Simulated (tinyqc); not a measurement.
Hueckel theory of the pi electrons with the omega technique, for the molecule C=CC=NC=C (SMILES; centres numbered as the heavy atoms are written), step by step. One step of it, computed by the program tinyqc.

Problem. Omega technique, round 2. h_r = h_r(0) + omega q_r, omega = 1.4, with q_r = z_r - P_rr; 0.5 of the old diagonal is kept.

Hueckel matrix in units of beta (H = alpha + beta A), lower triangle:
```
          1C        2C        3C        4N        5C        6C
1C  0.000000
2C  1.000000  0.000000
3C  0.000000  1.000000  0.000000
4N  0.000000  0.000000  1.000000  0.500000
5C  0.000000  0.000000  0.000000  1.000000  0.000000
6C  0.000000  0.000000  0.000000  0.000000  1.000000  0.000000
```

charge and bond-order matrix P, lower triangle:
```
           1C         2C         3C         4N        5C        6C
1C   0.994545
2C   0.869551   0.971708
3C   0.050698   0.485218   0.958906
4N  -0.385859  -0.017736   0.779326   1.107616
5C   0.033277  -0.085575  -0.051008   0.481522  1.002591
6C   0.302136   0.002477  -0.387755  -0.002290  0.870114  0.964633
```

Centres:

| centre | z_r, pi electrons of the neutral centre | h |
|---|---|---|
| 1C | 1 | 0.000000 |
| 2C | 1 | 0.000000 |
| 3C | 1 | 0.000000 |
| 4N | 1 | 0.500000 |
| 5C | 1 | 0.000000 |
| 6C | 1 | 0.000000 |

Give: matrix after round 2.

Solution.

matrix after round 2, lower triangle:
```
        1C      2C      3C      4N      5C      6C
1C  0.0412
2C  1.0000  0.0149
3C  0.0000  1.0000  0.0812
4N  0.0000  0.0000  1.0000  0.3438
5C  0.0000  0.0000  0.0000  1.0000  0.0077
6C  0.0000  0.0000  0.0000  0.0000  1.0000  0.0112
```
